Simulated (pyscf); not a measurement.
Homolytic dissociation enthalpies at 298 K of B–C bonds in 7 gas-phase molecules, in kcal/mol. Structures and frequencies: ωB97X-D3(BJ)/def2-SVP in PySCF. Correlated levels are frozen-core, on RHF or UHF. ΔMP2 is the change of the MP2 total energy from the triple- to the quadruple-zeta basis. Both columns use the same structures and thermal terms. Rows were drawn at random from the closed-shell molecules with such a bond whose radicals are computed, keep their shape and have no isomer in the data more than 5 kcal/mol lower.

| row | molecule | radicals | r²SCAN/def2-TZVP | CCSD(T)/def2-TZVPP + ΔMP2(QZVPP) |
|---|---|---|---|---|
| 1 | H₃C–BH–F | CH₃• + [HB–F]• | 99.1 | 105.4 |
| 2 | H₃C–BH–NH₂ | CH₃• + [HB–NH₂]• | 96.5 | 103.7 |
| 3 | H₃C–B(F)–F | CH₃• + [F–B–F]• | 101.9 | 109.0 |
| 4 | H₃C–CH₂–B(F)–F | •H₂C–CH₃ + [F–B–F]• | 97.1 | 105.5 |
| 5 | H₂B–CH₂–BH₂ | BH₂• + H₂B–CH₂• | 93.6 | ? |
| 6 | H₃C–BH–Cl | CH₃• + [HB–Cl]• | 97.9 | 104.4 |
| 7 | H₂B–CH₃ | BH₂• + CH₃• | 98.8 | 104.1 |

Question: Fit a line that carries the r²SCAN values to the last column and predict row 5.

Answer: In the 6 complete rows the last column lies 5.3 to 8.4 kcal/mol from r²SCAN (mean 6.8, median 6.8). Least squares gives y = 20.6 + 0.86·x with residuals of 0.9 kcal/mol (root mean square). For row 5: 20.6 + 0.86 × 93.6 = 101.1 kcal/mol, an extrapolation. The computed value is 98.3 kcal/mol, 2.8 under the line. The CCSD(T) − MP2 part came from Ansatz, without density fitting, on the same reference.
